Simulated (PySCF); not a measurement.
How the method changes the constants of AlSi

State: ⁴Σ⁻ (quartet), unpaired electrons σ ↑, π ↑↑. Set-up: Al aug-pcseg-1, Si aug-pcseg-1; no relativity (PySCF 2.14). De refers to Al + Si in their high-spin ground configurations, without counterpoise correction. The functionals are run spin-unrestricted. A positive dipole means Al(−)Si(+).

```tsv
Level	Re (Å)	ωe (cm⁻¹)	De (eV)	μ (D)
UHF	2.490	336	1.61	-1.95
UHF-MP2	2.428	374	2.25	n/a
UHF-SCS-MP2	2.429	372	2.06	n/a
UHF-CCSD	2.444	368	2.13	n/a
UHF-CCSD(T)	2.440	371	2.24	n/a
PBE	2.442	364	2.71	-1.24
revPBE	2.452	359	2.58	-1.27
r²SCAN	2.423	377	2.71	-1.39
B3LYP	2.443	359	2.34	-1.41
PBE0	2.424	375	2.58	-1.42
B97-3	2.432	370	2.48	-1.46
```

Task: Which functional lies closest to UHF-CCSD(T) in De, which farthest, and by how much do they differ from it?

Result: Closest is B3LYP (+0.3 pm in Re, -3.2 % in ωe, +0.10 eV in De against UHF-CCSD(T) in the same basis), farthest PBE (+0.2 pm in Re, -1.9 % in ωe, +0.47 eV in De). CCSD(T) converges more slowly with the basis than the functionals do and binds too weakly in this one, so the order can change at the basis-set limit.

Task: What does a quarter of exact exchange do here, going from PBE to PBE0?

Result: PBE0 less PBE: -1.8 pm in Re, +3.0 % in ωe, -0.13 eV in De. Exact exchange removes part of the self-interaction that spreads semilocal densities, and in most molecules shortens and stiffens the bond and lowers De; so it does here.

Task: What does second-order correlation do here, going from UHF to UHF-MP2?

Result: UHF-MP2 less UHF: -6.2 pm in Re, +11.3 % in ωe, +0.64 eV in De. Correlation nearly always deepens the well. The bond shortens, as in weak, metallic or heavy-atom bonds, where dispersion and the correlation of outer-core electrons pull the atoms together.

Correlated steps freeze 10 core orbitals. Correlated levels converge slowly with the basis: in double zeta they bind strong bonds too weakly, by up to about 1 eV, and carry superposition errors of some tenths. The state is the lowest determinant that a PBE0 search found; another state may lie lower at other levels.

The whole job (state search and all levels along the bond) took about 1.6 min on 1 thread of Intel Xeon 6975P-C (shared host), peak memory 0.65 GiB.
